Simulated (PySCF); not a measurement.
# Nuclear quadrupole coupling in 1,4-dioxane

1,4-dioxane, C₄H₈O₂.
Z-matrix (Å and degrees, PBE0-D3(BJ)/def2-TZVP geometry), rows numbered from 1:
```
C 
C   1  1.5121
O   2  1.4112  1  110.75
C   3  1.4111  2  110.35  1    57.03
C   4  1.5122  3  110.75  2   -57.02
O   1  1.4108  2  110.78  3   -57.19
H   1  1.1006  2  109.47  3    64.18
H   1  1.0921  2  110.85  3  -175.89
H   2  1.1006  1  109.50  3   121.34
H   2  1.0921  1  110.86  3  -118.68
H   4  1.0921  3  107.07  2  -177.99
H   4  1.1006  3  109.89  2    64.07
H   5  1.0921  4  110.84  3   175.86
H   5  1.1006  4  109.49  3   -64.21
```

Field gradients from the PBE0/pcSseg-2 density (PySCF, non-relativistic), principal values in atomic units, ordered |Vxx| ≤ |Vyy| ≤ |Vzz|:

```tsv
atom	Vxx	Vyy	Vzz
O3	0.0816	1.8750	-1.9566
O6	0.0795	1.8761	-1.9556
```

Task: Find the asymmetry η = (Vxx − Vyy)/Vzz and the couplings χ = eQV/h (234.96 MHz × Q in barn × V in au), with Q(17O) = −0.0256 b.

Result: 
| atom | environment | nucleus | η | χzz (MHz) | χxx (MHz) | χyy (MHz) |
| --- | --- | --- | --- | --- | --- | --- |
| O3 | cyclic ether oxygen | 17O | 0.92 | 11.77 | -0.49 | -11.28 |
| O6 | cyclic ether oxygen | 17O | 0.92 | 11.76 | -0.48 | -11.28 |

At O3 and O6 η is above 0.9: Vyy and Vzz are nearly equal in size and opposite in sign, so a small change could swap them and flip the sign of χzz. 

Task: What is Vzz at O6 in SI units (1 au = 9.71736 × 10²¹ V/m²)?

Result: -1.9556 au = -19.003 × 10²¹ V/m².

Task: What couplings would deuterons (Q(2H) = 0.00286 b) have in place of the hydrogens, at this geometry?

Result: 
| atom | bonded to | bond length (Å) | Vzz (au) | η | χzz (kHz) |
| --- | --- | --- | --- | --- | --- |
| H7 | C1 | 1.101 | 0.2633 | 0.07 | 177 |
| H8 | C1 | 1.092 | 0.2773 | 0.06 | 186 |
| H9 | C2 | 1.101 | 0.2634 | 0.07 | 177 |
| H10 | C2 | 1.092 | 0.2773 | 0.06 | 186 |
| H11 | C4 | 1.092 | 0.2773 | 0.06 | 186 |
| H12 | C4 | 1.101 | 0.2633 | 0.07 | 177 |
| H13 | C5 | 1.092 | 0.2773 | 0.06 | 186 |
| H14 | C5 | 1.101 | 0.2632 | 0.07 | 177 |

Isolated species at its PBE0-D3(BJ)/def2-TZVP geometry (one conformer only).

The run behind these numbers computed NMR shieldings as well. Time: 56 s wall, 2.2 min CPU (grids of density and orbitals included); peak memory 2.5 GiB. Hardware: 2 threads, AMD EPYC 7R43 (x86_64) (shared host).
